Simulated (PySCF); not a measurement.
# A diatomic session: AlO+

One table from this session's results is given with a row withheld; the runs are named, their logs left out.

Method: Al def2-TZVPPD, O def2-TZVPPD, no relativity; program: PySCF 2.14.0.

The first run:

A driver script around PySCF takes these settings:

```
atoms                         : Al, O
charge                        : 1
basis                         : Al def2-TZVPPD, O def2-TZVPPD
Hamiltonian                   : no relativity
basis functions               : 88
electrons treated             : 20
masses in u                   : 26.9815, 15.9949
levels                        : PBE0, PBE, r²SCAN, M06-2X, B3LYP, B97-3, LDA, TPSSh, CAM-B3LYP, HF, MP2, SCS-MP2, CCSD, CCSD(T)
grid                          : 80 radial by 434 angular points
occupations                   : held fixed by the projection of orbital angular momentum
dissociation limit            : Al+ + O, each in its ground configuration
starting distance in angstrom : 1.895
values of 2S to try           : 0, 2
```

Command:

```sh
OMP_NUM_THREADS=2 python dia.py task.json out
```

Steps of the session up to this table: Input; PBE0 along the bond; Excited determinants; PBE; r²SCAN; M06-2X (hybrid meta-GGA); B3LYP; B97-3 (global hybrid GGA); LDA (local density); TPSSh (hybrid meta-GGA); CAM-B3LYP (range-separated hybrid); UHF; Correlated methods on the Hartree–Fock reference.

One table of the session follows, with a row left open; its other results are not shown here.

Energy (eV) from each level's lowest point:

| R (Å) | UHF | UHF-MP2 | UHF-SCS-MP2 | UHF-CCSD | UHF-CCSD(T) |
| --- | --- | --- | --- | --- | --- |
| 1.497 | 0.812 | 0.991 | 0.990 | n/a | n/a |
| 1.567 | 0.295 | 0.411 | 0.411 | 0.413 | 0.444 |
| 1.637 | 0.053 | 0.107 | 0.108 | 0.113 | 0.132 |
| 1.689 | 0.000 | 0.011 | 0.012 | 0.017 | 0.026 |
| 1.741 | 0.025 | 0.000 | 0.000 | 0.000 | 0.000 |
| 1.793 | 0.104 | 0.056 | 0.054 | 0.041 | 0.033 |
| 1.863 | 0.253 | 0.225 | 0.219 | 0.152 | 0.142 |
| 1.950 | ? | ? | ? | ? | ? |
| 2.054 | 0.509 | 1.038 | 0.978 | 0.553 | 0.580 |
| 2.194 | 0.511 | 1.289 | 1.191 | n/a | n/a |

**Question.** Estimate the row for R (Å) = 1.950.

Worked estimate for «UHF». A straight line through the neighbours (1.863, 0.253) and (2.054, 0.509) gives 0.253 + (0.509 − 0.253) × (1.950 − 1.863) / (2.054 − 1.863) = 0.370; a parabola fitted to 4 rows on both sides gives 0.405.

The run gave: UHF: 0.423; UHF-MP2: 0.609; UHF-SCS-MP2: 0.586; UHF-CCSD: 0.332; UHF-CCSD(T): 0.335. In «UHF» the line misses by -0.053 and the parabola by -0.018.

To keep in mind: Lowest PBE0 solution found, without spin–orbit coupling: ³Π (triplet), unpaired electrons σ ↑, π ↑. At some levels the lowest empty orbital lies below the highest filled one (the two can be of opposite spin). Warnings in the runs' records: inverted.
